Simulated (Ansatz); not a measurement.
Diamond

Method: r²SCAN (plane waves, PAW; Ansatz, a first-principles code).

Run with plane-wave cutoff 500 eV, 12×12×1 k mesh (along the axes of the cell as run), gaussian smearing 0.02 eV, scalar-relativistic PAW data made under PBE.

Cell: relaxed at this level.

* **surface energy of the (111) face**: 6.18 J/m²

The slab of 12 atoms is relaxed and unreconstructed.
